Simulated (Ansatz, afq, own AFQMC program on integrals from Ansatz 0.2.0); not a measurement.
**Where AFQMC and coupled cluster stand for CH₄⁺, doublet**

```xyz
5

C    -0.0018    0.0037   -0.0037
H     0.3629    0.7537    0.7443
H    -0.3760   -0.7414    0.7445
H    -0.3355    0.6911   -0.6973
H     0.3700   -0.7475   -0.7470
```

Basis 6-31G. Noble-gas cores (and the filled d shells of Ga–Kr and In–Xe) are frozen. Ansatz 0.2.0 and our own AFQMC program on the same integrals; the CISD trial comes from CCSD amplitudes, and released means the phaseless constraint is let go. Free AFQMC starts from the CCSD state and is never constrained. Its projection time is finite, and what remains of the start isn't in its error. Uncertainties: one standard error, sampling alone.

Determinant: UHF, the one that the program's search chose, which needn't be the lowest solution. The geometry is a point of a scan.

Full CI on the same integrals is exact in this basis and with this determinant's frozen core.

The T1 diagnostic is 0.0061, the weight of the determinant in the CISD state is 0.952 and the ⟨S²⟩ of the determinant is 0.752. The size of the correlated space is 7 electrons in 16 orbitals.

Reference: full CI, correlation energy -2.765 eV. The released energy is read at 2.40 1/Eh (meV from the phaseless value at times in 1/Eh: 0.7 ± 0.6 at 0.24, 0.9 ± 0.7 at 0.51, 0.6 ± 0.6 at 0.99, 0.7 ± 0.7 at 1.62, -0.7 ± 0.6 at 2.40).

```
         level  E − E(reference) (kJ/mol)  share of correlation (%)
            HF                      266.7                      0.00
           MP2                       55.2                     79.31
          CCSD                        4.7                     98.22
       CCSD(T)                        1.1                     99.57
         CCSDT                        0.3                     99.90
      CCSDT(Q)                        0.0                     99.99
        CCSDTQ                        0.0                    100.00
   ph-AFQMC/HF                  2.1 ± 1.3                     99.21
 ph-AFQMC/CISD                  0.1 ± 0.1                     99.98
released AFQMC                 0.0 ± 0.06                    100.01
    free AFQMC                 0.0 ± 0.06                    100.01
```

CCSDT and higher add their correlation energy to the determinant of the CCSD(T) run, since their own runs factorise the integrals more tightly (a shift of under 2 meV). Free projections are given only where their last times agree within the noise and don't stop above the reference; a slow remainder of the start can still hide under it. A walk keeps the symmetry of its determinant, which the program's search chose and which needn't be the lowest solution, so a lower state of the same spin and another symmetry isn't excluded. Released energies are given only where the last usable release times agree within the noise; a slower fall can still hide under it.
